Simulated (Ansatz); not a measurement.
# NH2O (quartet): the correlation ladder at distance O1–H3 along a hydrogen transfer = 1.516 Å, cc-pVDZ

How much of the correlation energy of NH2O (quartet) does each wave-function method recover here?

Computed with Ansatz 0.2.0, Gaussian basis. Level: cc-pVDZ, core rule «outside noble gas», up to 2 orbitals frozen.

The runs, in order: UHF; CCSD(T) on ROHF; CCSD(T) on UHF; BCCD(T) on ROHF; CISD; CCSDT(Q) on ROHF; CCSDT(Q) on UHF; CASSCF and MRCISD+Q, 5 electrons in 5 orbitals; CASSCF and NEVPT2, 5 electrons in 5 orbitals; CASSCF and MRCISD+Q, 13 electrons in 10 orbitals; CASSCF and NEVPT2, 13 electrons in 10 orbitals.

8 further runs of the same task are left out: 8 that didn't finish.

### 1 The system

The geometry derives from fragments relaxed apart (PBE0/def2-TZVP) and kept rigid, so it is no stationary point. A hydrogen atom is moved between rigid fragments.

4 atoms, charge 0, spin multiplicity 4.

Atoms are counted from 1 here; the program's logs count them from 0.

Bond lengths: O1–H2 0.960 Å, H3–N4 1.040 Å.

Geometry (Å):

```xyz
4

O    -1.1579   -0.0292    0.0000
H    -1.4072    0.8974    0.0000
H     0.3581   -0.0292    0.0000
N     1.3981   -0.0292    0.0000
```

### 2 UHF

File in.yaml:

```yaml
crystal:
  periodic: [false, false, false]
  atoms:
    - {symbol: O, position_ang: [-1.157888, -0.029165, 0.000000]}
    - {symbol: H, position_ang: [-1.407198, 0.897410, 0.000000]}
    - {symbol: H, position_ang: [0.358112, -0.029165, 0.000000]}
    - {symbol: N, position_ang: [1.398112, -0.029165, 0.000000]}
basis:
  gaussian: {orbitals: cc-pVDZ}
magnetization: {spin_polarized: true, initial_magnetization: 3}
hamiltonian: {xc: hf}
output: {orbitals: {seedname: orbitals}}
```

Command:

```
$ ansatz run in.yaml --threads 1 --pin off --events-out ev --progress --plain --max-ram 2393MiB
```

The runs that follow: CCSD(T) on ROHF; CCSD(T) on UHF; BCCD(T) on ROHF; CISD; CCSDT(Q) on ROHF; CCSDT(Q) on UHF; CASSCF and MRCISD+Q, 5 electrons in 5 orbitals; CASSCF and NEVPT2, 5 electrons in 5 orbitals; CASSCF and MRCISD+Q, 13 electrons in 10 orbitals; CASSCF and NEVPT2, 13 electrons in 10 orbitals.

Before running them: what should the planned runs give, taken together? Wanted: UCCSDT(Q) below the RHF energy; RMP2 from UCCSDT(Q); UMP2 from UCCSDT(Q); RCCSD from UCCSDT(Q); RCCSD(T) from UCCSDT(Q); UCCSD(T) from UCCSDT(Q); RCCSDT(Q) from UCCSDT(Q); NEVPT2 pair from UCCSDT(Q); MRCISD+Q pair from UCCSDT(Q).

**Answer**, as computed:

| quantity | value |
| --- | --- |
| UCCSDT(Q) below the RHF energy | -8.5763 eV |
| RMP2 from UCCSDT(Q) | +26.00 kcal/mol |
| UMP2 from UCCSDT(Q) | +25.55 kcal/mol |
| RCCSD from UCCSDT(Q) | +3.77 kcal/mol |
| RCCSD(T) from UCCSDT(Q) | +0.79 kcal/mol |
| UCCSD(T) from UCCSDT(Q) | +0.74 kcal/mol |
| RCCSDT(Q) from UCCSDT(Q) | +0.05 kcal/mol |
| NEVPT2 pair from UCCSDT(Q) | +23.62 kcal/mol |
| MRCISD+Q pair from UCCSDT(Q) | +2.23 kcal/mol |
| NEVPT2 valence from UCCSDT(Q) | +27.42 kcal/mol |
| levels within 1 kcal/mol (43 meV) | RCCSD(T), UCCSD(T), BCCD(T), RCCSDT, UCCSDT, RCCSDT(Q) |
| T1 diagnostic | 0.032 |
| effectively unpaired electrons | 3.01 |

**Reading.** RCCSD(T) lands +0.79 kcal/mol from the yardstick (0.4 % of the correlation energy). One determinant dominates. Of the multireference levels listed MRCISD+Q valence comes nearest in total energy (+1.13 kcal/mol), which doesn't show that its space is the better one. These misses are within one basis, not against nature; the frozen cores of restricted and unrestricted runs differ, which can shift their rows.
